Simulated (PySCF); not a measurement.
# C3H4ClNO: the cost of one run

Programs: PySCF 2.14.0, with density-fitted response routines of our own. Each step states its level of theory. These are calculated values for one molecule, in the gas phase or a continuum, unless marked as measured. Atoms are numbered from 0 throughout.

## 1. The starting structure

10 atoms, charge 0, multiplicity 1; geometry from: GFN2-xTB. The atoms were then displaced at random by about 0.01 Å, so the start is not that level's minimum.

Bonds of the start (Å): N0–C1 1.33, C1–O2 1.22, C1–C3 1.51, C3–C4 1.30, C4–Cl5 1.71, N0–H6 1.02, N0–H7 1.01, C3–H8 1.11, C4–H9 1.06.

## 2. Geometry optimisation at PBE0-D3(BJ)/def2-SVP

Job settings and geometry (Å):

```
{"job": {"xc": "PBE0", "basis": "def2-SVP", "d3": "d3bj", "grid": 1, "shake": 0.01, "kind": "geom"}, "charge": 0, "multiplicity": 1}
N     -1.791780     0.349320    -0.041070
C     -0.645730    -0.122970    -0.517530
O     -0.576600    -0.680060    -1.596220
C      0.544900     0.092900     0.393820
C      1.711660    -0.356410     0.037200
Cl     3.103440    -0.162160     1.009240
H     -2.627960     0.267480    -0.610830
H     -1.872730     0.845050     0.835820
H      0.336530     0.607210     1.351340
H      1.868690    -0.861290    -0.882820
```

Command:

```bash
> OMP_NUM_THREADS=1 python probes_run.py task.json out
```

One launch serves the whole session: the jobs run in the order shown.

**Question.** How long does this first job take on 1 thread of Intel Xeon 6975P-C, shared host, and how much memory does it need?

About 35 s, with a peak of 0.45 GiB.
